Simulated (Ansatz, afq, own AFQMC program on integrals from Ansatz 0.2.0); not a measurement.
AFQMC on a folder of integrals that Ansatz 0.2.0 wrote.

```yaml
crystal:
  periodic: [false, false, false]
  atoms:
    - {symbol: Si, position_ang: [0.000000, 0.018056, 1.651607]}
    - {symbol: Ge, position_ang: [0.000000, -0.028376, -0.700224]}
    - {symbol: H, position_ang: [0.000000, 1.185718, 2.580640]}
    - {symbol: H, position_ang: [0.000000, -1.209392, 2.499223]}
    - {symbol: H, position_ang: [0.000000, 1.565561, -0.637062]}
basis:
  gaussian: {orbitals: cc-pVDZ}
magnetization: {spin_polarized: true, initial_magnetization: 1}
correlation: {method: ccsd_t, electrons: outside_noble_gas, hamiltonian_folder: ham}
```

```sh
$ ansatz run in.yaml --threads 1 --pin off --events-out ev --progress --plain --max-ram 24576MiB --backend cuda --devices 0, --max-vram 18GiB
```

afq runs on the folder ham with

```
--method phaseless --trial hf --walkers 4000 --populations 20 --least-time 40 --time-step 0.005 --steps-per-block 20 --equilibration-blocks 112 --max-blocks 4000 --target-error 0.001 --factor-cut 1e-05 --start spin_pure --seed 4994 --taylor-order 6
```

Times are imaginary, in 1/Eh. The walk had a cap of 52 s. With eight or more populations the least sampling time is a fifth of least-time, and the error comes from their spread. Filled inner d shells are frozen with the cores.

Log:

```
orbitals 41  electrons 6 5  factors 324 of 641
reference energy -2365.94466902 Eh
CCSD correlation -0.20740066 Eh in 12 cycles, weight of the determinant in the CISD state 0.8611
energy of the start -2365.944884 Eh
 block  time / (1/Eh)  mean weight  energy / Eh
     1     0.100  1.0004  -2365.976750
     2     0.200  1.0007  -2366.002931
     3     0.300  1.0011  -2366.025553
     4     0.400  1.0011  -2366.043543
     5     0.500  1.0012  -2366.059188
     7     0.700  1.0007  -2366.083114
     9     0.900  1.0004  -2366.100577
    13     1.300  1.0002  -2366.120492
    21     2.100  1.0001  -2366.141634
    25     2.500  1.0001  -2366.146191
    29     2.900  0.9999  -2366.153146
    37     3.700  0.9998  -2366.154327
    45     4.500  1.0001  -2366.157033
    53     5.300  0.9998  -2366.160569
    61     6.100  1.0000  -2366.161539
    69     6.900  0.9999  -2366.160002
    77     7.700  1.0002  -2366.160017
    85     8.500  0.9999  -2366.161614
    93     9.300  1.0000  -2366.161188
   101    10.100  1.0000  -2366.161322
   109    10.900  1.0000  -2366.159885
   117    11.700  0.9998  -2366.159142
   125    12.500  1.0003  -2366.161420
   133    13.300  1.0003  -2366.157835
   141    14.100  1.0001  -2366.158803
   149    14.900  1.0001  -2366.158997
   157    15.700  1.0001  -2366.158482
   165    16.500  1.0001  -2366.157083
   173    17.300  1.0000  -2366.158915
   181    18.100  1.0001  -2366.158792
   189    18.900  1.0000  -2366.162499
error from the spread of 20 populations
energy -2366.159358 +/- 0.000708 Eh
(rows thinned)
```

The run passed its tests (sampling time, drift between the halves within three errors, error under three times the target), which doesn't prove that it has relaxed.

Against this walk (error 19.3 meV) on the same determinant: CCSD(T) 23.2 meV higher (within the noise), CCSDT(Q) 24.8 meV lower (within the noise). The error is statistical and leaves out the bias of the constraint.

Cautions: constraint bias not in the error; no relativity below Rb; no spin-orbit coupling; inner d shell frozen.

The walk took 16 s on 1 × NVIDIA H100 80GB HBM3 with 2 threads of AMD EPYC 7R13 Processor (Zen 3), on a shared host (the card was shared). The log's last line is the phaseless energy.

CCSDT and higher add their correlation energy to the determinant of the CCSD(T) run, since their own runs factorise the integrals more tightly (a shift of under 2 meV). A walk keeps the symmetry of its determinant, which the program's search chose and which needn't be the lowest solution, so a lower state of the same spin and another symmetry isn't excluded.
